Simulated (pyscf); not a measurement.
`[CH3][InH2]` + `[OH2]` → `[CH3][InH][OH]` + `[H][H]` (four-centre exchange; singlet surface; H–In, H–O broken, In–O, H–H formed). Structures and frequencies: ωB97X-D3(BJ)/def2-SVP in PySCF. Energies in eV from the separated reactants.

| level | barrier | reaction energy |
|---|---|---|
| PBE/def2-TZVP | 0.28 | -0.34 |
| r²SCAN/def2-TZVP | 0.26 | -0.37 |
| B3LYP-D3(BJ)/def2-TZVP | 0.41 | -0.33 |
| M06-2X/def2-TZVP | 0.33 | -0.44 |
| ωB97M-D3(BJ)/def2-TZVP | 0.51 | -0.24 |
| HF/def2-TZVP | 1.08 | -0.09 |

The functionals in the table span 0.25 eV in this barrier, from r²SCAN to ωB97M-D3(BJ)/def2-TZVP. On the reactant side the descent ends in an adduct with a In–O contact, 0.59 eV under the separated species and 1.01 eV under the saddle at ωB97X-D3(BJ)/def2-TZVP. What is counted as formed (In–O) is already present as a longer contact in the reactant adduct; forming that adduct is a step of its own. At the saddle there is also a short H–In contact that neither side keeps. At ωB97X-D3(BJ)/def2-TZVP the barrier from the zero used here is 0.42 eV. This is the saddle that the search found; another between the same sides may lie lower. Elements past Kr carry the def2 core potentials, without spin-orbit coupling.
